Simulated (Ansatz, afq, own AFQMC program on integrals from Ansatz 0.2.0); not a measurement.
## AFQMC, coupled cluster and functionals along a coordinate of SiH3O, doublet

```xyz
5

Si    0.0041    0.0000    0.5327
O    -0.0220    0.0000   -1.1244
H     1.4763   -0.0001    0.7831
H    -0.6202    1.2180    1.1100
H    -0.6204   -1.2179    1.1100
```

All coordinates are scaled about the centre. Energies in eV count from this geometry (1.000) at the same level; the start stands on UHF, each point on the determinant named.

Basis cc-pVDZ. Noble-gas cores (and the filled d shells of Ga–Kr and In–Xe) are frozen. Integrals, coupled cluster, full CI and functionals: Ansatz 0.2.0; the random walks run on the same integrals in our own AFQMC program. The CISD trial takes its coefficients from CCSD amplitudes. Released means that phaseless walkers are propagated on without the constraint, phases kept. ± is one standard error of the sampling.

Cautions, each for one point or more: an unrestricted solution with more broken spin lies lower; higher spins were not checked; raised T1 diagnostic; strong correlation; the search met a lower determinant of the same kind, perhaps of another symmetry; unrestricted determinant slightly spin contaminated; unrestricted determinant spin contaminated; walk and cluster series may follow different spin states.

```csv
scale of all distances,det.,T1,weight,⟨S²⟩,wB97M-V,B3LYP,CCSD(T)
0.863,UHF,0.025,0.89,0.76,3.232,3.265,3.396
1.119,UHF,0.018,0.88,0.76,0.892,0.812,0.812
1.313,UHF,0.045,0.80,0.98,4.777,4.457,4.507
1.471,UHF†¶,0.051,0.73,0.83,–,–,7.588
1.744,UHF¶,0.098,0.55,3.19,11.960§,11.240§,11.026
2.022,UHF†¶,0.036,0.80,3.53,13.277§,12.773§,12.244
```

Task: Estimate the curve of phaseless AFQMC with a CISD trial, counted from the same start.

Result: 
| scale of all distances | det. | T1 | weight | ⟨S²⟩ | ph-AFQMC/CISD | released AFQMC |
| --- | --- | --- | --- | --- | --- | --- |
| 0.863 | UHF | 0.025 | 0.89 | 0.76 | 3.417 ± 0.019 | 3.409 ± 0.025 |
| 1.119 | UHF | 0.018 | 0.88 | 0.76 | 0.810 ± 0.019 | 0.805 ± 0.030 |
| 1.313 | UHF | 0.045 | 0.80 | 0.98 | 4.525 ± 0.028 | 4.502 ± 0.049* |
| 1.471 | UHF†¶ | 0.051 | 0.73 | 0.83 | 7.615 ± 0.035 | 7.474 ± 0.060* |
| 1.744 | UHF¶ | 0.098 | 0.55 | 3.19 | 10.943 ± 0.041 | – |
| 2.022 | UHF†¶ | 0.036 | 0.80 | 3.53 | 12.132 ± 0.027 | – |

Weight is that of the determinant in the CISD state; at the start T1 is 0.020 and the weight 0.89, and ⟨S²⟩ is 0.76. ¶ marks points with a poor determinant and no full CI, where no value is sure; they don't count among the departures. An asterisk marks released energies that aren't shown to be converged. A dagger marks points whose determinant fills other symmetries than the start's, so the wave-function levels may follow another state there, or a degenerate partner. Symmetry can't show for every point that it stays on the start's state. A dash marks a missing value, a released energy that hasn't settled or a functional that sits on another state. § marks a functional whose ⟨S²⟩ is too high by over 0.1. Largest departures from phaseless AFQMC with a CISD trial: CCSD(T) -0.020 eV at 0.863 (on UHF) (within the noise), released AFQMC -0.008 eV at 0.863 (on UHF) (within the noise), wB97M-V 0.252 eV at 1.313, B3LYP -0.151 eV at 0.863. The walk's constraint bias lies outside its error bars, so these are departures and not errors. Functionals count only at points shown to share the start's state and spin. In this small basis the wave-function levels are far from their limit, so their gap to the functionals isn't the functionals' error.

A walk keeps the symmetry of its determinant, which the program's search chose and which needn't be the lowest solution, so a lower state of the same spin and another symmetry isn't excluded.
